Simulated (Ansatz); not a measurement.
A made-up structure of AlSiH$_{6}$O (charge +1), closed shell:

```xyz
9
angstrom
Al -0.5746 -0.0649 -1.4006
O 0.5186 -0.2372 -0.2413
Si 0.1342 0.1819 1.1732
H -2.0650 0.5633 -0.9660
H 0.3548 -0.6086 -2.4441
H 1.4718 -0.6250 -0.4313
H 1.2275 1.2389 1.3207
H 0.2622 -1.2102 1.8001
H -1.3294 0.7619 1.1894
```

It is relaxed with PBE-D4/def2-SVP and then PBE0-D4/def2-TZVP (Ansatz 0.2.0). Atoms count as bonded within 1.22 times the sum of their covalent radii (H–H: 0.88 Å). The end point is not checked to be a true minimum.

Does its bonding change? (Judge from chemistry; the calculation decides.)

By the calculation: Yes. Formed: none; broken: Al1–Si3.

Where it ends: The first stage lowers the energy by 3.15 eV in 7 steps. It ends as AlSiH₆O ([AlH2][OH][SiH3]), total charge +1:
| atom | x (Å) | y (Å) | z (Å) |
| --- | --- | --- | --- |
| Al1 | -0.6322 | -0.1106 | -1.7429 |
| O2 | 0.4712 | -0.2255 | -0.2665 |
| Si3 | 0.2039 | 0.2087 | 1.4411 |
| H4 | -2.0011 | 0.4778 | -1.2938 |
| H5 | 0.1696 | -0.6442 | -2.9676 |
| H6 | 1.3528 | -0.5856 | -0.4465 |
| H7 | 1.2483 | 1.2063 | 1.7275 |
| H8 | 0.3559 | -1.0629 | 2.1678 |
| H9 | -1.1684 | 0.7359 | 1.3808 |

Labels in which every atom is bracketed show which atoms are joined, not bond orders.

For scale, one of the runs: PBE0-D4/def2-TZVP relaxation, 141 basis functions, launched by `ansatz run in.yaml --threads 2 --pin off --events-out ev --progress --plain --max-ram 4352MiB`. The run took about 23 s on 2 CPU threads of an Arm Neoverse V1 (shared host).
